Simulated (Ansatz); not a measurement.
```yaml
crystal:
  periodic: [false, false, false]
  atoms:
    - {symbol: F, position_ang: [-1.278126, -0.169882, 0.990962]}
    - {symbol: C, position_ang: [-0.593073, 0.710728, 0.191750]}
    - {symbol: S, position_ang: [0.117643, -0.072849, -1.251290]}
    - {symbol: S, position_ang: [1.756503, -1.016105, -0.484233]}
    - {symbol: H, position_ang: [-1.295034, 1.459539, -0.189187]}
    - {symbol: H, position_ang: [0.192865, 1.178385, 0.786540]}
    - {symbol: H, position_ang: [1.160522, -2.157816, -0.090440]}
basis:
  gaussian: {orbitals: def2-SVP}
total_charge: -1
magnetization: {spin_polarized: true, initial_magnetization: 9}
hamiltonian: {xc: {name: B97}}
accuracy: high
output: {forces: true}
```

```sh
$ ansatz run in.yaml --threads 2 --pin off --events-out ev --progress --plain --max-ram 4352MiB
```

Shortened log:

```
Functional definition: B97
1711 factors; integrals over basis functions are off by at most 3.8e-9 eV
mean field evaluation 1: about -25405.3236 eV, gradient 6.4e1 eV
mean field evaluation 2: about -25382.6286 eV, gradient 1.1e2 eV
mean field evaluation 4: about -25426.6668 eV, gradient 1.1e1 eV
mean field evaluation 8: about -25427.2486 eV, gradient 2.9e-1 eV
mean field evaluation 16: about -25427.7627 eV, gradient 5.1e-2 eV
mean field evaluation 32: about -25427.7637 eV, gradient 2.1e-3 eV
mean field -25427.76366185 eV, -934.4530790159 hartree, gradient 8.7e-8 eV, S^2 24.758460; 7 other end points of the search recorded, 0 dependent functions left out
reference -25427.76366513 eV, -934.4530791361 hartree; 30, 21 occupied and 49, 58 virtual orbitals, 1711 factors
Total energy: -25427.76366513 eV, -934.4530791361 hartree
Atom 0 at    -1.278126    -0.169882     0.990962 Å, force    -4.609339    -6.123308     5.892058 eV/Å
Atom 1 at    -0.593073     0.710728     0.191750 Å, force     3.483032     4.062960     2.598412 eV/Å
Atom 2 at     0.117643    -0.072849    -1.251290 Å, force    -3.545390    -0.558847   -10.571137 eV/Å
Atom 3 at     1.756503    -1.016105    -0.484233 Å, force    10.950047     2.633173     1.077312 eV/Å
Atom 4 at    -1.295034     1.459539    -0.189187 Å, force    -4.136832     5.061796    -2.719031 eV/Å
Atom 5 at     0.192865     1.178385     0.786540 Å, force     1.617906     1.197949     1.848459 eV/Å
Atom 6 at     1.160522    -2.157816    -0.090440 Å, force    -3.759425    -6.273725     1.873926 eV/Å
Dipole moment:     0.720599    -0.489972    -0.422471 e Å
```

(1) Something in this input is off. What?

Results:

(1) The spin is set far too high for this molecule. The run converged. The result belongs to that input, not to the molecule as meant.
